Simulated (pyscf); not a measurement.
Single points on ωB97X-D3(BJ)/def2-SVP structures (PySCF, gas phase). Correlated levels are frozen-core, on RHF or UHF. ΔMP2 is the change of the MP2 total energy from the triple- to the quadruple-zeta basis.

**Question.** PBE/def2-TZVP puts the barrier of •H₂C–CH₃ (SMILES [CH2]C) + CH₃• (SMILES [CH3]) -> H₃C–CH₃ (SMILES CC) + CH₂ (SMILES [CH2]) [triplet] (hydrogen abstraction; triplet surface; C–H broken, C–H formed) at 54.2 kJ/mol and the reaction energy at +44.2 kJ/mol, from the separated reactants. What do M06-2X/def2-TZVP, ωB97M-D3(BJ)/def2-TZVP, CCSD(T)/def2-TZVPP + ΔMP2(QZVPP) give on the same structures?

**Answer.** M06-2X: ΔE‡ = 68.3 kJ/mol, ΔE = +25.0 kJ/mol; ωB97M-D3(BJ): ΔE‡ = 74.2 kJ/mol, ΔE = +34.8 kJ/mol; CCSD(T): ΔE‡ = 76.0 kJ/mol, ΔE = +32.1 kJ/mol. PBE's barrier lies under all of them, by 14.2 to 21.8 kJ/mol. Its reaction energy lies over all of them, by 9.4 to 19.2 kJ/mol. Low barriers are usual for a GGA, whose delocalisation error favours stretched bonds. •H₂C–CH₃ + CH₃• also meet on a surface of lower spin, which isn't treated here. This is the saddle that the search found; another between the same sides may lie lower. The angle at the transferred H is 177°. The CCSD(T) − MP2 part came from Ansatz, without density fitting, on the same reference.
